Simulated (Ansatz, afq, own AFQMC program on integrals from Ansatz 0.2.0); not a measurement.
Two steps: Ansatz 0.2.0 writes the Fock matrix and Cholesky factors of the valence space, and afq projects on them the lowest state that overlaps trial and start.

```yaml
crystal:
  periodic: [false, false, false]
  atoms:
    - {symbol: B, position_ang: [0.000000, -0.080006, 0.000000]}
    - {symbol: H, position_ang: [0.000000, 0.429067, -1.077008]}
    - {symbol: H, position_ang: [0.000000, 0.429067, 1.077008]}
basis:
  gaussian: {orbitals: cc-pVDZ}
magnetization: {spin_polarized: true, initial_magnetization: 1}
correlation: {method: ccsd_t, electrons: outside_noble_gas, hamiltonian_folder: ham}
```

```sh
$ ansatz run in.yaml --threads 1 --pin off --events-out ev --progress --plain --max-ram 24576MiB --backend cuda --devices 0, --max-vram 18GiB
```

afq runs on the folder ham with

```
--method phaseless --trial hf --walkers 4000 --populations 20 --least-time 40 --time-step 0.005 --steps-per-block 20 --equilibration-blocks 112 --max-blocks 4000 --target-error 0.0007 --factor-cut 1e-05 --start spin_pure --seed 2878 --taylor-order 6
```

Times are imaginary, in 1/Eh. The walk had a cap of 49 s. With eight or more populations the least sampling time is a fifth of least-time, and the error comes from their spread.

Output of the walk:

```
orbitals 23  electrons 3 2  factors 165 of 219
reference energy -25.75295940 Eh
CCSD correlation -0.08620095 Eh in 10 cycles, weight of the determinant in the CISD state 0.9530
energy of the start -25.753006 Eh
 block  time / (1/Eh)  mean weight  energy / Eh
     1     0.100  1.0002  -25.769489
     2     0.200  1.0005  -25.782662
     3     0.300  1.0006  -25.792510
     4     0.400  1.0005  -25.800885
     5     0.500  1.0005  -25.807341
     8     0.800  1.0002  -25.820173
    13     1.300  1.0001  -25.829833
    25     2.500  1.0002  -25.839098
    37     3.700  1.0000  -25.841596
    49     4.900  1.0002  -25.840971
    61     6.100  1.0001  -25.840323
    69     6.900  1.0000  -25.838573
    73     7.300  0.9999  -25.838663
    81     8.100  1.0000  -25.842877
    85     8.500  1.0001  -25.841244
    97     9.700  1.0000  -25.842106
   109    10.900  0.9999  -25.841991
   121    12.100  1.0001  -25.840393
   133    13.300  1.0001  -25.838901
   145    14.500  1.0001  -25.840622
   157    15.700  1.0002  -25.840991
   169    16.900  0.9999  -25.840335
   181    18.100  1.0001  -25.839234
   189    18.900  1.0001  -25.841047
error from the spread of 20 populations
energy -25.840583 +/- 0.000377 Eh
(rows thinned)
```

The run passed its tests (sampling time, drift between the halves within three errors, error under three times the target), which doesn't prove that it has relaxed.

Against this walk (error 10.2 meV) on the same determinant: CCSD(T) 7.0 meV higher (within the noise), CCSDT(Q) 3.5 meV lower (within the noise), CCSDTQ 3.6 meV lower (within the noise), full CI 3.6 meV lower (within the noise), a separate phaseless walk with a CISD trial and standard settings 1.0 ± 10.3 meV lower (within the noise). The error is statistical and leaves out the bias of the constraint.

Cautions: constraint bias not in the error.

The walk took 14 s on 1 × NVIDIA H100 80GB HBM3 with 2 threads of AMD EPYC 7R13 Processor (Zen 3), with other jobs on the host (the card was shared). The log's last line is the phaseless energy.

CCSDT and higher add their correlation energy to the determinant of the CCSD(T) run, since their own runs factorise the integrals more tightly (a shift of under 2 meV). A walk keeps the symmetry of its determinant, which the program's search chose and which needn't be the lowest solution, so a lower state of the same spin and another symmetry isn't excluded.
